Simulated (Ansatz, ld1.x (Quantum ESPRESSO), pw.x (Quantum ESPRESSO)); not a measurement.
**Ag (Z = 47): one change to the TM potential, in the atom and in the bcc crystal**

```json
{
  "Element": "silver",
  "Generator": "ld1.x (Quantum ESPRESSO) 7.5",
  "Type": "norm-conserving Troullier–Martins (Kleinman–Bylander form)",
  "Functional": "LDA (PW92)",
  "Relativity": "scalar-relativistic",
  "Frozen core": "[Kr]",
  "Valence charge": "11",
  "Reference configuration": "4d10 5s1 5p0",
  "Partial waves": "5s (bound): rc 2.10 bohr; 5p (bound, empty): rc 3.70 bohr; 4d (bound): rc 1.55 bohr",
  "Local potential": "all-electron potential smoothed inside 2.10 bohr (lloc = -2)",
  "Core correction": "a·sin(br)/r model core inside 1.30 bohr"
}
```

Change: wave 4d (bound): rc 1.55 bohr becomes 4d (bound): rc 2.38 bohr.

Cutoffs, loose and tight: the cutoffs (Ry, on a coarse ladder) from which the occupation-weighted sum of valence levels, in a spherical-Bessel basis at the reference potential, stays within 10 and 1 mRy of its value at 400 Ry. They do not see the model core or the augmentation charge, which bear on the density cutoff. Test errors are all-electron minus pseudo excitation energies from the reference, over the configurations 4d10 5s0 5p0; 4d9 5s0 5p0; 4d8 5s0 5p0; 4d9 5s1 5p0; 4d9 5s2 5p0; 4d9 5s1 5p1; 4d10 5s0 5p1 (two spin-polarised tests are not counted in the largest error); variants that change the core or the reference have their own tests.

Crystal test: bcc Ag in pw.x 7.5, no spin, 14³ k-points, Fermi–Dirac smearing 0.01 Ry, cutoffs set for each file from its atomic test. The reference is all-electron LAPW (Ansatz 0.2.0) with the same functional, mesh and smearing; V0 and B0 come from Birch–Murnaghan fits to the pressures at five volumes. Errors are pseudo minus all-electron; Δ is the rms difference of the E(V) curves that follow from these fits, minima aligned, over ±6 % about the mean V0. Mesh and smearing are coarse, so the numbers serve the comparison and aren't converged zero-temperature values; the lattice is a test structure that the element need not adopt.

All-electron: a0 = 3.183 Å (V0 = 16.12 Å³/atom), B0 = 134.5 GPa.

Does the change bring the crystal closer to the all-electron result?

The mean pressure error goes from +1.81 to +2.29 GPa, so the change moves the solid further from the all-electron pressures.

```json
{"quantity": "outcome (atom)", "base": "generated", "changed": "generated"}
{"quantity": "cutoff, loose (atom)", "base": "70 Ry", "changed": "45 Ry"}
{"quantity": "cutoff, tight (atom)", "base": "100 Ry", "changed": "70 Ry"}
{"quantity": "bound ghosts (atom)", "base": "none", "changed": "none"}
{"quantity": "largest test error (meV) (atom)", "base": "-410", "changed": "-314"}
{"quantity": "cutoffs in pw.x (Ry)", "base": "120/480", "changed": "85/340"}
{"quantity": "a0 (Å)", "base": "3.197", "changed": "3.200"}
{"quantity": "a0 error (%)", "base": "+0.44", "changed": "+0.55"}
{"quantity": "B0 error (%)", "base": "-0.6", "changed": "-0.7"}
{"quantity": "Δ (meV/atom)", "base": "6.3", "changed": "8.0"}
{"quantity": "mean pressure error (GPa)", "base": "+1.81", "changed": "+2.29"}
```

Base: The largest radius (3.70 bohr) exceeds half the bond length (2.61 bohr), so the spheres overlap, which is one possible source of error among others. Changed file: The largest radius (3.70 bohr) exceeds half the bond length (2.61 bohr), so the spheres overlap, which is one possible source of error among others. This is a poor potential for the solid. The atomic cutoffs weigh occupied waves only.
